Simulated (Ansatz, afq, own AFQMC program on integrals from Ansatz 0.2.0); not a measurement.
## Where AFQMC and coupled cluster stand for BH2O, quartet

```yaml
atoms:
  - { symbol: B, position_ang: [0.0000, 0.0000, 0.6689] }
  - { symbol: O, position_ang: [0.0000, 0.0000, -0.6123] }
  - { symbol: H, position_ang: [0.0000, 1.0503, 1.2721] }
  - { symbol: H, position_ang: [0.0000, -1.0503, 1.2721] }
```

Connectivity, by distances: BH2–O.

Basis cc-pVDZ. Noble-gas cores (and the filled d shells of Ga–Kr and In–Xe) are frozen. Ansatz 0.2.0 and our own AFQMC program on the same integrals; the CISD trial comes from CCSD amplitudes, and released means the phaseless constraint is let go. ± is one standard error of the sampling.

Determinant: UHF, the one that the program's search chose, which needn't be the lowest solution. The geometry is a PBE0/def2-TZVP stationary point of this or a neighbouring charge and spin state.

No full CI on the walks' own integrals is used here; CCSDT(Q) serves as the reference and is uncertain by about the last step of the cluster series.

Cautions: another spin lies lower (by 6.99 eV); the released energies are still falling, so no released level is given (meV from the phaseless value at times in 1/Eh: -10.0 ± 2.3 at 0.24, -19.3 ± 2.0 at 0.51, -22.9 ± 2.0 at 0.99, -25 ± 3 at 1.62, -28 ± 4 at 2.40), though the last usable value meets CCSDT(Q) within the noise.

- T1 diagnostic: 0.0259
- weight of the determinant in the CISD state: 0.895
- ⟨S²⟩ of the determinant: 3.781
- size of the correlated space: 11 electrons in 36 orbitals

```
  level  correlation energy (eV)
    MP2                  -5.8379
   CCSD                  -6.7533
CCSD(T)                  -6.9051
```

Problem. Estimate where phaseless AFQMC with a CISD trial lies against CCSD(T) on the same integrals.

Solution. 0.17 ± 0.10 mEh below CCSD(T). The gap is under twice the noise, so this walk alone can't tell the two apart.

Reference: CCSDT(Q), correlation energy -6.941 eV.

```json
{"level": "CCSD(T)", "E − E(reference) (mEh)": "1.33", "share of correlation (%)": "99.48"}
{"level": "CCSDT", "E − E(reference) (mEh)": "0.44", "share of correlation (%)": "99.83"}
{"level": "ph-AFQMC/CISD", "E − E(reference) (mEh)": "1.16 ± 0.10", "share of correlation (%)": "99.55"}
```

A walk keeps the symmetry of its determinant, which the program's search chose and which needn't be the lowest solution, so a lower state of the same spin and another symmetry isn't excluded.
